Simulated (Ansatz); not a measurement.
I need a ladder of methods at one geometry of C3H5N, SMILES C=CN=C. Use the Ansatz DFT code, driven from Python. Use (for the species named): Hartree-Fock, cc-pVDZ basis, multiplicity 1. The script varies functional: hf, pbe, lda, r2scan0.

Script `methods.py`:
```python
"""One geometry of C3H5N, method by method."""

from pathlib import Path
import warnings

import ansatz
import numpy as np
from rdkit import Chem
from rdkit.Chem import AllChem

warnings.simplefilter("ignore", ansatz.DeckWarning)

# a force-field geometry from the SMILES
rd = Chem.AddHs(Chem.MolFromSmiles("C=CN=C"))
AllChem.EmbedMolecule(rd, randomSeed=240)
AllChem.UFFOptimizeMolecule(rd)
molecule = ansatz.Crystal.molecule()
for atom, xyz in zip(rd.GetAtoms(), rd.GetConformer().GetPositions()):
    molecule = molecule.atom(atom.GetSymbol(), xyz.round(5).tolist())

job = molecule.calculation().basis(gaussian="cc-pVDZ")

print("functional    E (Ha)        dipole (D)   HOMO (eV)  LUMO (eV)")
for name in ["hf", "pbe", "lda", "r2scan0"]:
    summary = job.functional(name).forces().orbitals().run(runs_dir="runs").report
    lines = Path(summary["orbitals_path"]).read_text().splitlines()
    field_of = lambda key: [line.split("=")[1].strip() for line in lines if line.startswith(key)]
    orbitals = [(27.211386 * float(e), s, float(n)) for e, s, n in zip(field_of("Ene="), field_of("Spin="), field_of("Occup="))]
    homo = max(e for e, _, n in orbitals if n > 0.5)
    lumo = min(e for e, _, n in orbitals if n < 0.5)
    dipole = 4.803205 * np.linalg.norm(summary["charge_distribution"]["dipole_moment_e_ang"])
    print(f"{name:10s} {summary['free_energy_ev'] / 27.211386246:14.6f} {dipole:9.3f} {homo:11.3f} {lumo:10.3f}")
```

`python methods.py` gives:
```text
functional    E (Ha)        dipole (D)   HOMO (eV)  LUMO (eV)
hf            -170.910335     1.664      -9.363      2.677
pbe           -171.795060     1.351      -5.355     -2.361
lda           -170.455722     1.385      -5.418     -2.588
r2scan0       -171.892879     1.511      -7.139     -1.306
```

What to keep in mind:
- Total energies depend on the basis set; only differences at equal settings carry meaning.
- The geometry is a force-field or estimated start, not a minimum of this method, and the basis set is short of its limit. A lower total doesn't mark the better method: functionals have no common bound, and MP2 and coupled cluster aren't variational.
- Levels such as HOMO and LUMO are orbital energies: with these approximate functionals they aren't the ionisation energy and electron affinity, and their gap isn't the fundamental gap.
- Wall time of the script: 11 s on 1 thread of Arm Neoverse V1, with other jobs on the host, peak memory 0.23 GiB.
